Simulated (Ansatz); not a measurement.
`CC/C(O)=C/F` and `NC/C(O)=C\F` differ in one atom or group (the configuration at the double bond changes too).

Ansatz, PBE0-D4/def2-TZVP geometries, multiplicity 1. Each molecule was computed in one conformer, which needn't be the lowest.

```csv
property,`CC/C(O)=C/F`
LUMO energy (B3LYP/def2-TZVPP) / eV,0.60
HOMO energy (B3LYP/def2-TZVPP) / eV,-6.29
size of the dipole moment (ωB97M-V/def2-TZVPP) / D,1.05
HOMO–LUMO gap (ωB97M-V/def2-TZVPP) / eV,11.27
LUMO energy (ωB97M-V/def2-TZVPP) / eV,2.52
size of the dipole moment (PBE/def2-TZVPP) / D,0.87
```

Task: What does the change do to each property? (Estimate.)

Result: Computed: 
| property | `NC/C(O)=C\F` | shift |
| --- | --- | --- |
| LUMO energy (B3LYP/def2-TZVPP) / eV | 0.08 | -0.52 |
| HOMO energy (B3LYP/def2-TZVPP) / eV | -5.99 | 0.30 |
| size of the dipole moment (ωB97M-V/def2-TZVPP) / D | 3.11 | 2.06 |
| HOMO–LUMO gap (ωB97M-V/def2-TZVPP) / eV | 10.37 | -0.90 |
| LUMO energy (ωB97M-V/def2-TZVPP) / eV | 1.92 | -0.60 |
| size of the dipole moment (PBE/def2-TZVPP) / D | 3.07 | 2.20 |

With PBE0 the HOMO rises by 0.31 eV and the LUMO falls by 0.50 eV, so the gap narrows by about 0.81 eV. PBE moves the HOMO by 0.31 eV and ωB97M-V by 0.30 eV. Dipoles are sizes alone; their direction can turn.

B3LYP here is the variant with VWN-RPA as its local correlation; programs differ in this.
